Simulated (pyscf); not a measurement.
**Insertion: H₃C–C(F)(F)–F + F–C:–F [singlet] → H₃C–C(F)(F)–C(F)(F)–F**

Gas phase, singlet surface, charge 0. Bonds broken: C2–F3. Bonds formed: C2–C10, F3–C10. Single points on ωB97X-D3(BJ)/def2-SVP structures (PySCF, gas phase).

Transition state (Å):

```xyz
11

C      0.4567    -0.4560     1.3977
C     -0.0078    -0.5513    -0.0213
F     -1.8148    -0.4075    -0.2984
F     -0.0816    -1.8137    -0.4084
F      0.6231     0.0982    -0.9561
H      1.2187    -1.2378     1.5528
H     -0.3948    -0.6439     2.0633
H      0.8546     0.5451     1.5875
F     -2.2173     1.0801     1.3518
C     -1.4423     1.0498     0.2661
F     -2.0228     1.8225    -0.6361
```

One imaginary mode, 676i cm⁻¹; descent along it reached the two sides named.

```csv
bond,change,reactant side (Å),saddle,product side
C2–F3,breaks,1.351,1.834,2.360
C2–C10,forms,3.4,2.169,1.541
F3–C10,forms,2.9,1.607,1.337
```

Electronic energies relative to the separated reactants (eV):

| level | barrier | reaction energy | reverse barrier |
|---|---|---|---|
| ωB97X-D3(BJ)/def2-TZVP | 2.58 | -2.44 | 5.02 |
| PBE/def2-TZVP | 2.02 | -2.38 | 4.40 |
| r²SCAN/def2-TZVP | 2.12 | -2.57 | 4.69 |
| B3LYP-D3(BJ)/def2-TZVP | 2.40 | -2.37 | 4.77 |
| PBE0-D3(BJ)/def2-TZVP | 2.37 | -2.60 | 4.97 |
| M06-2X/def2-TZVP | 2.61 | -2.52 | 5.14 |
| ωB97M-D3(BJ)/def2-TZVP | 2.56 | -2.32 | 4.88 |
| HF/def2-TZVP | 3.71 | -2.06 | 5.78 |

With ωB97M-D3(BJ)/def2-TZVP energies and thermal terms (ideal gas, 1 atm, RRHO with modes under 100 cm⁻¹ raised to 100, one conformer, R ln 2 for rigid chiral ones), in eV:

```csv
T (K),ΔH‡,ΔG‡,ΔH,ΔG
298,2.56,3.05,-2.20,-1.67
600,2.59,3.54,-2.18,-1.14
900,2.62,4.01,-2.14,-0.63
1200,2.65,4.47,-2.09,-0.13
```

From the product side, H₃C–C•(F)–F + F–C•(F)–F lies, by one bond made or cut, 0.62 eV under this saddle at ωB97M-D3(BJ). One saddle was located; it need not be the lowest between these sides.
